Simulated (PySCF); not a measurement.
## A search over the determinants of Al₂

Unrestricted PBE0; PySCF, no relativity, basis sets Al def2-TZVP. Outer shells of the fragments: Al 3s2 3p1; Al 3s2 3p1.

Followed along the bond (rough minima from three points):

```json
{"2Ms+1": "3", "unpaired": "σ ↑, π ↑", "⟨S²⟩ at the start": "2.01", "R at minimum (Å)": "2.74", "Te (eV)": "0.00"}
{"2Ms+1": "3", "unpaired": "π ↑↑", "⟨S²⟩ at the start": "2.01", "R at minimum (Å)": "2.48", "Te (eV)": "0.04"}
{"2Ms+1": "1", "unpaired": "σ ↓, π ↑", "⟨S²⟩ at the start": "1.03", "R at minimum (Å)": "2.73", "Te (eV)": "0.10"}
{"2Ms+1": "1", "unpaired": "π ↑↓", "⟨S²⟩ at the start": "1.01", "R at minimum (Å)": "2.49", "Te (eV)": "0.20"}
{"2Ms+1": "1", "unpaired": "none", "⟨S²⟩ at the start": "0.00", "R at minimum (Å)": "2.54", "Te (eV)": "0.80"}
```

Solutions found at the starting distance of 2.390 Å, counted from the lowest of them; the search is not exhaustive and high or unbound solutions are not listed, so other states can lie among these:

```tsv
2Ms+1	unpaired	term	E (eV)	⟨S²⟩	⟨Lz²⟩
3	π ↑↑	³Σ⁻	0.00	2.01	0.00
1	π ↑↓	mixed	0.16	1.01	2.03
3	σ ↑, π ↑	³Π	0.25	2.01	1.01
1	σ ↓, π ↑	mixed	0.34	1.03	1.01
1	none	mixed	0.80	0.00	2.00
3	σ ↑↑, π ↑↓	mixed	2.07	3.01	2.03
```

A term symbol is given only where ⟨S²⟩ and ⟨Lz²⟩ are close to those of a pure state; the other rows mix spins, or terms through real π, δ and φ orbitals, and g/u labels are left off.

Q: Compare the gap between the two lowest followed solutions at the starting distance with the gap between their minima.

A: At PBE0 the second solution (triplet, unpaired electrons π ↑↑) lies -0.25 eV from the first (triplet, unpaired electrons σ ↑, π ↑) at 2.390 Å and +0.04 eV at the minima; the two curves relax by different amounts, since their minima lie near 2.48 and 2.74 Å. A gap this small is a tie at this level.

Counting both spins, an empty level lies below a filled one in some of these solutions, because spin and occupation are held.
